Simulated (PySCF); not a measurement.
Stepwise substitution at one centre (Al H-F). Gas-phase values, no solvent. Strings in code marks are SMILES.

Computed with PBE-D3(BJ)/def2-TZVP // CAM-B3LYP-D3(BJ)/def2-TZVP (PySCF). All candidates: neutral, multiplicity 1. 

```
Property          Value
-------------  --------
HOMO–LUMO gap   4.79 eV
dipole moment    0.00 D
HOMO           -7.31 eV
```

Q: Name which member has these values.
A) `[F][AlH2]`
B) `[AlH3]`
C) `[F][Al]([F])[F]`
D) `[F][AlH][F]`

A: B, `[AlH3]`. The others give `[F][AlH][F]`: 7.03 eV, 1.29 D, -8.67 eV; `[F][AlH2]`: 5.33 eV, 1.27 D, -7.46 eV; `[F][Al]([F])[F]`: 7.25 eV, 0.00 D, -9.62 eV
